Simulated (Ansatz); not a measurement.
## HB–NH, singlet: vertical spin and charge gaps

Geometry (PBE0/def2-TZVP stationary point for this spin, not checked as a minimum):

```xyz
4

B     0.0000    0.0000    0.5713
N     0.0000    0.0000   -0.6613
H     0.0000    0.0000    1.7429
H     0.0000    0.0000   -1.6528
```

Basis cc-pVTZ; Ansatz 0.2.0. Only valence electrons are correlated (noble-gas cores frozen). Prefix R: restricted or restricted open-shell reference; prefix U: unrestricted. Active spaces: valence = (10e, 10o) chosen from the atoms' valence shells.

Gaps are energies of the second state less the first, at fixed atoms, for a selection of the levels run; each method lands on the state that its own search finds for that charge and spin.

Removing an electron, to the doublet: 11.412 eV at UCCSDT(Q).

```tsv
level	gap (eV)	error (meV)
RHF	9.702	-1710
UHF	9.591	-1821
RMP2	11.573	161
UMP2	11.585	173
RCCSD	11.246	-166
UCCSD	11.243	-169
RCCSD(T)	11.410	-2
UCCSD(T)	11.409	-3
BCCD(T)	11.410	-2
RCCSDT	11.397	-15
UCCSDT	11.396	-16
RCCSDT(Q)	11.414	2
CASSCF (valence space)	10.610	-802
NEVPT2 (valence space)	11.241	-171
MRCISD (valence space)	11.314	-98
MRCISD+Q (valence space)	11.387	-25
B2PLYP	11.387	-25
```

Full CI isn't at hand for all of this; UCCSDT(Q) serves as the reference, and is uncertain by the last step of the cluster series or more. The frozen core follows each run's orbitals, which can shift R against U totals by a few meV.
